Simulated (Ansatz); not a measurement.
## doublet P2(+): levels of theory in one basis

```xyz
2

P     0.0000    0.0000    0.0000
P     0.0000    0.0000    1.8867
```

Basis set: def2-SVP (spherical functions). Left uncorrelated: 10 orbitals. Correlation on ROHF uses semicanonical orbitals with singles. Charge 1, multiplicity 2.

Computed with Ansatz (development build ahead of 0.2.0); each method stands on the lowest determinant of its kind that the runs found.

```json
{"method": "ROHF", "E − E(ROHF) (eV)": "0.00", "<S²> of the determinant": "–"}
{"method": "UHF", "E − E(ROHF) (eV)": "-0.09", "<S²> of the determinant": "0.94"}
{"method": "ROHF-MP2", "E − E(ROHF) (eV)": "-4.96", "<S²> of the determinant": "–"}
{"method": "UHF-MP2", "E − E(ROHF) (eV)": "-4.70", "<S²> of the determinant": "0.94"}
{"method": "ROHF-CCSD(T)", "E − E(ROHF) (eV)": "-6.05", "<S²> of the determinant": "–"}
{"method": "UHF-CCSD(T)", "E − E(ROHF) (eV)": "-6.04", "<S²> of the determinant": "0.94"}
```

(1) Is a single determinant a sound starting point here?

## Answers

(1) Only with care. Unrestricted orbitals gain 0.09 eV and <S²> is 0.94 against 0.75 for a pure state, a contamination that matters most for the unrestricted series.

Caution for UHF, UHF-MP2, UHF-CCSD(T): the unrestricted determinant is spin contaminated; the determinant may break the point group. Caution for ROHF-MP2, UHF-MP2: MP2 on this radical cation hangs on the determinant chosen; another reference gives a lower total. Caution for ROHF-MP2, ROHF-CCSD(T): a plain start can end on a higher determinant.
